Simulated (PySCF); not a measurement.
Gas-phase reaction: 4 SiH2F ⇌ SiH2 + SiF4 + Si2H6

Method: PySCF energies plus ideal-gas RRHO corrections (1 bar). † marks an energy on the PBE0/def2-TZVP geometry and frequencies; other levels use their own. MP2 and CCSD(T) freeze the core. 6-31G* has spherical d functions here. Open shells (unrestricted): SiH2F (multiplicity 2); the rest are closed-shell singlets. B3LYP is the form with VWN-RPA correlation. SiH2F: computed as isolated molecules; such fragments, hydroxides, amides, oligomers or adducts are transient or little studied in the gas. MP2 isn't extrapolated to the basis-set limit; its ΔH°(298 K) is -506.3 kJ in def2-SVP and -517.5 kJ in def2-TZVPP. CCSD(T) isn't extrapolated to the basis-set limit; its ΔH°(298 K) is -526.5 kJ in def2-SVP and -541.5 kJ in def2-TZVPP. The harmonic model lacks anharmonicity and excited electronic states, which grow with temperature; levels with a mode under 35 cm⁻¹ are left out. Internal rotation in Si2H6 is treated as a harmonic vibration of one conformer, which makes the entropy rough.

```json
[
 {"level": "B3LYP/def2-TZVP†", "ΔE electronic, kJ": "-492", "ΔH°(298 K), kJ": "-486", "ΔS°(298 K), J/K": "-234", "ΔG°(800 K), kJ": "-303"},
 {"level": "CCSD(T)/def2-TZVPP†", "ΔE electronic, kJ": "-548", "ΔH°(298 K), kJ": "-542", "ΔS°(298 K), J/K": "-234", "ΔG°(800 K), kJ": "-358"},
 {"level": "HF/6-31G*", "ΔE electronic, kJ": "-424", "ΔH°(298 K), kJ": "-420", "ΔS°(298 K), J/K": "-237", "ΔG°(800 K), kJ": "-235"},
 {"level": "M06-2X/def2-TZVP†", "ΔE electronic, kJ": "-518", "ΔH°(298 K), kJ": "-512", "ΔS°(298 K), J/K": "-234", "ΔG°(800 K), kJ": "-329"},
 {"level": "MP2/def2-SVP†", "ΔE electronic, kJ": "-513", "ΔH°(298 K), kJ": "-506", "ΔS°(298 K), J/K": "-234", "ΔG°(800 K), kJ": "-323"},
 {"level": "PBE/def2-SVP", "ΔE electronic, kJ": "-494", "ΔH°(298 K), kJ": "-488", "ΔS°(298 K), J/K": "-232", "ΔG°(800 K), kJ": "-306"},
 {"level": "PBE0/def2-QZVP†", "ΔE electronic, kJ": "-492", "ΔH°(298 K), kJ": "-486", "ΔS°(298 K), J/K": "-234", "ΔG°(800 K), kJ": "-303"},
 {"level": "PBE0/def2-TZVP", "ΔE electronic, kJ": "-496", "ΔH°(298 K), kJ": "-490", "ΔS°(298 K), J/K": "-234", "ΔG°(800 K), kJ": "-307"},
 {"level": "ωB97M-V/def2-TZVP†", "ΔE electronic, kJ": "-558", "ΔH°(298 K), kJ": "-552", "ΔS°(298 K), J/K": "-234", "ΔG°(800 K), kJ": "-369"}
]
```
ΔH° is lowest at ωB97M-V/def2-TZVP† and highest at HF/6-31G*. No reference value is set beside these.
